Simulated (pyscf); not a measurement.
Thermochemistry of product channels of •O–Na (SMILES [O][Na]) + CH₄ (SMILES C) on the doublet surface, in kcal/mol, from CCSD(T)/def2-TZVPP + ΔMP2(QZVPP) energies (ideal gas, 1 atm, RRHO with modes under 100 cm⁻¹ raised to 100, one conformer, R ln 2 for rigid chiral ones). Single points on ωB97X-D3(BJ)/def2-SVP structures (PySCF, gas phase). MP2 and CC: frozen core, UHF for open shells. ΔMP2 is the change of the MP2 total energy from the triple- to the quadruple-zeta basis.

```
products                                          ΔE  ΔH(298 K)  ΔG(600 K)  ΔG(900 K)
---------------------------------------------  -----  ---------  ---------  ---------
HO–Na (SMILES [OH][Na]) + CH₃• (SMILES [CH3])  -11.3      -13.7      -17.0      -19.4
H₃C–Na (SMILES [CH3][Na]) + OH• (SMILES [OH])    ___      +30.6      +28.4      +26.8
```

Q: Fill in the missing entries.

A: 
- H₃C–Na (SMILES [CH3][Na]) + OH• (SMILES [OH]), ΔE: +33.0

These are energies of the channels, which say nothing of barriers. The CCSD(T) − MP2 part came from Ansatz, without density fitting, on the same reference. The frozen core leaves the outer d or s,p core shells of the metals and heavy elements correlated in the MP2 and CC values, and def2-TZVPP describes them poorly, which can shift differences by a few kcal/mol. Left out: orbital degeneracy and the spin-orbit lowering of OH. The term symbol of open-shell •O–Na was not checked; spin-orbit terms and orbital degeneracy are left out.
